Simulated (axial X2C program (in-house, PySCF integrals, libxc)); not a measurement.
# LiSi: cheaper levels and CCSD(T), two-component

All values were computed with an in-house all-electron X2C program for linear molecules (integrals from PySCF). Two-component (2c) means X2C with spin–orbit coupling and atomic mean-field two-electron Coulomb and Gaunt terms. Basis: Si dyall-v3z [8s7p2d1f], Li dyall-cv3z [7s8p2d] (cores contracted in-house); Gaussian nuclei, density fitting, unrestricted open shells. Masses: Si 27.977 u, Li 7.016 u.

State: Ω = 3/2 (⟨Sz⟩ = 1.50, ⟨Lz⟩ = 0.00 at HF); fragments Si + Li.

```json
{"level": "PBE0", "Re (Å)": "2.365", "ωe (cm⁻¹)": "450.2", "De (eV)": "1.82"}
{"level": "HF", "Re (Å)": "2.393", "ωe (cm⁻¹)": "445.5", "De (eV)": "1.26"}
{"level": "MP2", "Re (Å)": "2.390", "ωe (cm⁻¹)": "448.9", "De (eV)": "1.80"}
{"level": "CCSD", "Re (Å)": "2.386", "ωe (cm⁻¹)": "448.7", "De (eV)": "1.75"}
{"level": "PBE", "Re (Å)": "2.376", "ωe (cm⁻¹)": "438.0", "De (eV)": "1.84"}
```

Correlated methods: 5 electrons correlated (number of frozen shells: Si 2 s, 1 p; Li 1 s), 143 virtual spin orbitals or spinors in MP2, 61 natural virtuals in coupled cluster.

CCSD(T), same Hamiltonian and basis:

Re = 2.388 Å, ωe = 447.8 cm⁻¹, De = 1.80 eV; T1 = 0.012 (Lee–Taylor normalisation).

(1) Give the differences from CCSD(T) in the columns below.

Occupations by symmetry block were frozen at the best pattern of an incomplete PBE0 search. Dissociation energies refer to the lowest single-determinant-based atoms at the same level and basis. Density functionals use the spin component along the axis (collinear). Coupled cluster ran in a truncated set of natural virtual spinors; the MP2 energy of the rest was added. (T) has no such correction and the atoms are truncated less, which lowers De at CCSD(T) by a hundredth of an eV or more. In 2c an atomic determinant is not the ground J level, so De misses part of the atomic spin–orbit lowering. This holds for PBE0, MP2, CCSD, PBE, CCSD(T). PBE0 can misorder states that lie within some tenths of an eV, so this need not be the ground state of the molecule. The nearest other 2c determinant of the search, Ω = 1/2, lies 0.53 eV up at the distance of the search. The functionals have no current-density term, which raises determinants with orbital currents, atoms included. With several unpaired electrons one determinant need not be a pure state. This is the top spin component of a Σ state; components of lower Ω are not single determinants and can lie lower.

## Answers

(1) 

```csv
level,ΔRe (Å),Δωe (cm⁻¹),ΔDe (eV)
PBE0,-0.023,2,0.02
HF,0.005,-2,-0.54
MP2,0.002,1,0.00
CCSD,-0.002,1,-0.05
PBE,-0.012,-10,0.04
```
